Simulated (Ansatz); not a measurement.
**Cl₂, singlet in cc-pV(Q+d)Z: errors against RCCSDT(Q)**

Geometry: MP2(full)/6-31G*, from the G2/97 set.

```xyz
2

Cl    0.0000    0.0000    0.0000
Cl    0.0000    0.0000    2.0151
```

Basis cc-pV(Q+d)Z; Ansatz 0.2.0. Only valence electrons are correlated (noble-gas cores frozen), which leaves 14 electrons in 118 orbitals. Prefix R: restricted or restricted open-shell reference. Active spaces: valence = (14e, 8o) chosen from the atoms' valence shells.

Full CI isn't at hand for all of this; RCCSDT(Q) serves as the reference, and is uncertain by about the last step of the cluster series.

The UHF ⟨S²⟩ is 0.000, the T1 diagnostic (RCCSD) is 0.0087 and the largest doubles amplitude (RCCSD) is 0.090.

```json
{"level": "RMP2", "E − E(RHF) (eV)": "-11.3948"}
{"level": "RCCSD", "E − E(RHF) (eV)": "-12.2264"}
{"level": "RCCSD(T)", "E − E(RHF) (eV)": "-12.8192"}
```

Problem. Estimate how far RCCSDT(Q) in cc-pV(Q+d)Z lies from RCCSD(T). The table doesn't fix it; the size of (T) and the diagnostics are the guide.

Solution. RCCSDT(Q) in cc-pV(Q+d)Z lies 59 meV below RCCSD(T), which is 10 % of the (T) step (-593 meV). The diagnostics are small and the rest is a small part of (T), but (T) is large here. The miss exceeds 1 kcal/mol.

The other levels:

| level | E − E(RCCSDT(Q)) (meV) | share of correlation (%) | wall time |
| --- | --- | --- | --- |
| CISD | 1902 | 85.23 | 26 s |
| BCCD(T) | 57 | 99.55 | 4.8 s (H100) |
| RCCSDT | 35 | 99.73 | – |
| CASSCF (valence space) | 12210 | 5.19 | – |
| NEVPT2 (valence space) | 2648 | 79.44 | 6.5 s (H100) |

The correlation energy at RCCSDT(Q), counted from RHF, is -12.878 eV. That run took 41 s on 2 threads of AMD EPYC 7R13 with a shared H100 80 GB, shared host.

Times hold each run's SCF and search for its determinant on a shared host, so for small cases they say little of a method's own cost; rows without a card ran on 1 thread of AMD EPYC 7R13.

Natural occupations of CASSCF (valence space) about the gap: 1.999 1.999 1.999 1.998 1.954 0.051; effectively unpaired electrons, Σ n²(2−n)², 0.02.

Atomization energy (electronic, same basis, no zero-point term; atoms at the same level, unrestricted beside the R rows where the molecule is a closed shell, with restricted open-shell steps beyond CCSDT(Q)) at RCCSDT(Q): 237.7 kJ/mol. Errors of other levels:

```tsv
level	error (kJ/mol)
RHF	-159.2
RMP2	18.7
CISD	-99.0
RCCSD	-19.5
RCCSD(T)	-0.6
BCCD(T)	-0.3
RCCSDT	-2.1
CASSCF (valence space)	-63.7
NEVPT2 (valence space)	10.8
```

This basis is far from its limit, so the value isn't to be set against a measured one. Truncated CI isn't size-consistent, which counts against it in atomization.
